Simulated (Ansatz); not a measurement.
# ClHMgO, SMILES [OH][Mg][Cl]: a ladder of methods at one geometry

With the Python package of Ansatz (0.2.0).

Run as a notebook:

In [1]:
```python
from pathlib import Path

import ansatz as az
import numpy as np
```

In [2]:
```python
geometry_ang = [
    ('O', [-0.2743, 1.2727, -0.7366]),
    ('Mg', [0.2907, -0.4406, -0.0111]),
    ('Cl', [0.9937, -2.5188, 0.852]),
    ('H', [-0.9545, 1.6264, -0.1247]),
]
geometry = az.Crystal.molecule()
for symbol, xyz in geometry_ang:
    geometry = geometry.atom(symbol, xyz)
```

In [3]:
```python
job = geometry.calculation().basis(gaussian='cc-pVDZ')

print('functional    E (Ha)        dipole (D)   HOMO (eV)  LUMO (eV)')
for name in ['hse06', 'lda', 'cam_b3lyp', 'revpbe', 'blyp', 'r2scan']:
    data = job.functional(name).forces().orbitals().run(threads=1, runs_dir='runs').report
    lines = Path(data['orbitals_path']).read_text().splitlines()
    field_of = lambda key: [line.split('=')[1].strip() for line in lines if line.startswith(key)]
    orbitals = [(27.211386 * float(e), s, float(n)) for e, s, n in zip(field_of('Ene='), field_of('Spin='), field_of('Occup='))]
    homo = max(e for e, _, n in orbitals if n > 0.5)
    lumo = min(e for e, _, n in orbitals if n < 0.5)
    dipole = 4.803205 * np.linalg.norm(data['charge_distribution']['dipole_moment_e_ang'])
    print(f'{name:10s} {data["free_energy_ev"] / 27.211386246:14.6f} {dipole:9.3f} {homo:11.3f} {lumo:10.3f}')
```
```text
functional    E (Ha)        dipole (D)   HOMO (eV)  LUMO (eV)
hse06         -735.855831     1.902      -7.372     -2.334
lda           -733.218451     1.947      -6.325     -2.891
cam_b3lyp     -736.197950     1.922      -9.259     -1.177
revpbe        -736.056867     1.929      -6.088     -2.576
blyp          -736.200126     1.897      -6.033     -2.665
r2scan        -736.119718     1.965      -6.475     -2.244
```

Caveats:
- Total energies depend on the basis set; only differences at equal settings carry meaning.
- The geometry is a force-field or estimated start, not a minimum of this method, and the basis set is short of its limit. A lower total doesn't mark the better method: functionals have no common bound, and MP2 and coupled cluster aren't variational.
- Levels such as HOMO and LUMO are orbital energies: with these approximate functionals they aren't the ionisation energy and electron affinity, and their gap isn't the fundamental gap.
- For Al to Cl the sets with a tight d function, cc-pV(X+d)Z, are usual.
- hse06 follows the composition of plane-wave codes, whose totals differ by tens of mHa, up to about 0.1 Ha, from the form usual in Gaussian-basis programs (wpbeh).
- Run time: 10 s on 1 thread of Arm Neoverse V2, on a shared host, peak memory 0.18 GiB.

(Lines on the test bed's own set-up are left out of the output.)
